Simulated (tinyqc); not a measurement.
Inside a calculation. Method: UHF in the sto-3g basis, for H2O, spin multiplicity 1. This run ends on a higher stationary point, not on the lowest solution. Computed by tinyqc, a small Python program that keeps every step (integrals from PySCF). Settings: charge = 0, multiplicity = 1, basis = sto-3g, energy threshold = 1e-08, iteration cap = 52, orthogonalisation = symmetric, start = Wolfsberg-Helmholz matrix, DIIS depth = 8, DIIS from iteration = 3, damping = 0.3, method = UHF, break = 0.2. Command: `OMP_NUM_THREADS=1 python tinyqc.py 21786 21787 out.jsonl` (the two numbers bound the seeds that draw the settings). One thread of a shared host (Intel(R) Xeon(R) Processor @ 2.60GHz), about 0.2 s of CPU time with the checks.

Geometry (angstrom):
```
atom        x         y        z
O     0.00000   0.00000  0.00000
H     0.00000   1.09600  0.78100
H     0.00000  -1.09600  0.78100
```

Stop when the energy changes by less than 1e-08 hartree and every element of the error matrix X^T (F D S - S D F) X (for each spin) is below 3e-05.

Course of the cycle:
```
iteration  E (hartree)     change  largest element of the error matrix
1          -74.1121825          -                             2.41e-01
2          -74.5560896  -4.44e-01                             5.34e-02
3          -74.7180124  -1.62e-01                             2.59e-02
4          -74.7717863  -5.38e-02                             2.04e-02
5          -74.7906111  -1.88e-02                             1.48e-02
6          -74.7975023  -6.89e-03                             7.14e-03
7          -74.8007803  -3.28e-03                             2.22e-03
8          -74.8024469  -1.67e-03                             6.68e-04
9          -74.8030165  -5.70e-04                             1.98e-04
10         -74.8031940  -1.78e-04                             5.91e-05
11         -74.8032478  -5.38e-05                             1.75e-05
12         -74.8032640  -1.62e-05                             5.05e-06
13         -74.8032689  -4.86e-06                             1.49e-06
14         -74.8032703  -1.46e-06                             4.48e-07
15         -74.8032708  -4.38e-07                             1.34e-07
16         -74.8032709  -1.31e-07                             4.03e-08
17         -74.8032709  -3.94e-08                             1.21e-08
18         -74.8032710  -1.18e-08                             3.62e-09
19         -74.8032710  -3.55e-09                             1.09e-09
```

Can the last value be used, and what does the course show?

No, though the log alone does not show it. Converged in 19 iterations. But the solution lies 0.01338 hartree above the reference: it is another stationary point, not the lowest one. Reruns (cap 100 unless said): DIIS 8: converged in 11 to a higher stationary point; damping 0.5: converged in 59 to a higher stationary point; level shift 0.5: converged in 49 to a higher stationary point; atomic densities as start, DIIS 8: converged in 8 to a higher stationary point. PySCF UHF in the same basis, after a stability check = -74.8166551 hartree.
